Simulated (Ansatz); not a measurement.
# SiNCl+ (doublet): wave-function methods side by side, cc-pVDZ

Aim: climb from Hartree-Fock through coupled cluster and multireference methods for SiNCl+ (doublet) at one geometry and basis, and see what each rung misses.

Method: cc-pVDZ, core rule «outside noble gas», up to 11 orbitals frozen; program: Ansatz 0.2.0, Gaussian basis.

Plan: UHF; CCSD(T) on ROHF; CCSD(T) on UHF; BCCD(T) on ROHF; CISD; CCSDT(Q) on ROHF; CCSDT(Q) on UHF; CASSCF and MRCISD+Q, 13 electrons in 11 orbitals; CASSCF and NEVPT2, 13 electrons in 11 orbitals.

16 further runs of the same task are left out: 6 that didn't finish, 10 set aside as unsound or not needed.

## Step 1: The system

The geometry is a PBE0/def2-TZVP stationary point (not a proven minimum) of the parent state, kept for this charge and spin.

3 atoms, charge 1, spin multiplicity 2.

Atoms are counted from 1 here; the program's logs count them from 0.

Bond lengths: Cl1–Si2 2.010 Å, Si2–N3 1.558 Å. Angles: Cl1–Si2–N3 180.0°.

## Step 2: UHF

Contents of in.yaml:

```yaml
crystal:
  periodic: [false, false, false]
  atoms:
    - {symbol: Cl, position_ang: [0.000000, 0.000000, 1.859000]}
    - {symbol: Si, position_ang: [0.000000, 0.000000, -0.150500]}
    - {symbol: N, position_ang: [0.000000, 0.000000, -1.708500]}
basis:
  gaussian: {orbitals: cc-pVDZ}
total_charge: 1
magnetization: {spin_polarized: true, initial_magnetization: 1}
hamiltonian: {xc: hf}
output: {orbitals: {seedname: orbitals}}
```

Launch:

```sh
> ansatz run in.yaml --threads 1 --pin off --events-out ev --progress --plain --max-ram 2393MiB
```

After this run come: CCSD(T) on ROHF; CCSD(T) on UHF; BCCD(T) on ROHF; CISD; CCSDT(Q) on ROHF; CCSDT(Q) on UHF; CASSCF and MRCISD+Q, 13 electrons in 11 orbitals; CASSCF and NEVPT2, 13 electrons in 11 orbitals.

Q: Predict the results of all the runs planned. Wanted: RCCSDT(Q) below the RHF energy; RMP2 from RCCSDT(Q); UMP2 from RCCSDT(Q); RCCSD from RCCSDT(Q); RCCSD(T) from RCCSDT(Q); UCCSD(T) from RCCSDT(Q); UCCSDT(Q) from RCCSDT(Q); NEVPT2 valence from RCCSDT(Q); MRCISD+Q valence from RCCSDT(Q).

As calculated:

| quantity | value |
| --- | --- |
| RCCSDT(Q) below the RHF energy | -10.7286 eV |
| RMP2 from RCCSDT(Q) | +119.7 kJ/mol |
| UMP2 from RCCSDT(Q) | +142.6 kJ/mol |
| RCCSD from RCCSDT(Q) | +52.8 kJ/mol |
| RCCSD(T) from RCCSDT(Q) | +9.3 kJ/mol |
| UCCSD(T) from RCCSDT(Q) | +10.3 kJ/mol |
| UCCSDT(Q) from RCCSDT(Q) | -1.5 kJ/mol |
| NEVPT2 valence from RCCSDT(Q) | +133.9 kJ/mol |
| MRCISD+Q valence from RCCSDT(Q) | +8.1 kJ/mol |
| levels within 1 kcal/mol (43 meV) | UCCSDT(Q) |
| T1 diagnostic | 0.030 |
| effectively unpaired electrons | 1.09 |

In words: RCCSD(T) misses by +9.3 kJ/mol, 0.9 % of the correlation energy. One determinant dominates. Of the multireference levels listed MRCISD+Q valence comes nearest in total energy (+8.1 kJ/mol), which doesn't show that its space is the better one. These misses are within one basis, not against nature; the frozen cores of restricted and unrestricted runs differ, which can shift their rows.
